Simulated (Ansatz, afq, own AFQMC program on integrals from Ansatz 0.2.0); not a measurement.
SiH4 + H, doublet in cc-pVTZ along one coordinate

```yaml
atoms:
  - { symbol: Si, position_ang: [-0.0770, 0.0000, 0.0000] }
  - { symbol: H, position_ang: [-0.5719, 1.3997, 0.0000] }
  - { symbol: H, position_ang: [-0.5719, -0.6999, 1.2122] }
  - { symbol: H, position_ang: [-0.5719, -0.6999, -1.2122] }
  - { symbol: H, position_ang: [1.4076, 0.0000, 0.0000] }
  - { symbol: H, position_ang: [2.4530, 0.0000, 0.0000] }
```

A hydrogen atom is moved from one rigid fragment to the other; the Si1–H5 distance tells how far. The two fragments are held close together, so this isn't a minimum-energy path and the start is a compressed complex. Energies in eV count from this geometry (1.485 Å) at the same level; the start stands on UHF, each point on the determinant named.

Basis cc-pVTZ. Noble-gas cores (and the filled d shells of Ga–Kr and In–Xe) are frozen. Integrals, coupled cluster, full CI and functionals: Ansatz 0.2.0; the random walks run on the same integrals in our own AFQMC program. The CISD trial takes its coefficients from CCSD amplitudes. Released means that phaseless walkers are propagated on without the constraint, phases kept. Uncertainties: one standard error, sampling alone.

```json
{"r(Si1–H5) / Å": "1.570", "det.": "UHF", "T1": "0.017", "weight": "0.90", "⟨S²⟩": "0.77", "CCSD": "-0.087", "HF": "-0.022", "CCSD(T)": "-0.091"}
{"r(Si1–H5) / Å": "1.613", "det.": "UHF", "T1": "0.017", "weight": "0.90", "⟨S²⟩": "0.77", "CCSD": "-0.127", "HF": "-0.035", "CCSD(T)": "-0.132"}
{"r(Si1–H5) / Å": "1.656", "det.": "UHF", "T1": "0.016", "weight": "0.90", "⟨S²⟩": "0.77", "CCSD": "-0.168", "HF": "-0.055", "CCSD(T)": "-0.172"}
{"r(Si1–H5) / Å": "1.699", "det.": "UHF", "T1": "0.016", "weight": "0.90", "⟨S²⟩": "0.77", "CCSD": "-0.204", "HF": "-0.080", "CCSD(T)": "-0.207"}
{"r(Si1–H5) / Å": "1.785", "det.": "UHF", "T1": "0.015", "weight": "0.90", "⟨S²⟩": "0.77", "CCSD": "-0.222", "HF": "-0.104", "CCSD(T)": "-0.222"}
```

**Question.** Estimate the curve of CCSDT(Q), counted from the same start.

**Answer.** 
| r(Si1–H5) / Å | det. | T1 | weight | ⟨S²⟩ | CCSDT(Q) | ph-AFQMC/CISD |
| --- | --- | --- | --- | --- | --- | --- |
| 1.570 | UHF | 0.017 | 0.90 | 0.77 | -0.092 | -0.091 ± 0.005 |
| 1.613 | UHF | 0.017 | 0.90 | 0.77 | -0.133 | -0.132 ± 0.004 |
| 1.656 | UHF | 0.016 | 0.90 | 0.77 | -0.174 | -0.176 ± 0.004 |
| 1.699 | UHF | 0.016 | 0.90 | 0.77 | -0.209 | -0.211 ± 0.004 |
| 1.785 | UHF | 0.015 | 0.90 | 0.77 | -0.223 | -0.223 ± 0.005 |

Weight is that of the determinant in the CISD state; at the start T1 is 0.016 and the weight 0.90, and ⟨S²⟩ is 0.77. Largest departures from CCSDT(Q), at the points where its series has closed: CCSD(T) 0.002 eV at 1.656 (on UHF), ph-AFQMC/CISD -0.002 eV at 1.699 (on UHF) (within the noise), CCSD 0.006 eV at 1.656 (on UHF), HF 0.128 eV at 1.699 (on UHF).

CCSDT and higher add their correlation energy to the determinant of the CCSD(T) run, since their own runs factorise the integrals more tightly (a shift of under 2 meV). A walk keeps the symmetry of its determinant, which the program's search chose and which needn't be the lowest solution, so a lower state of the same spin and another symmetry isn't excluded.
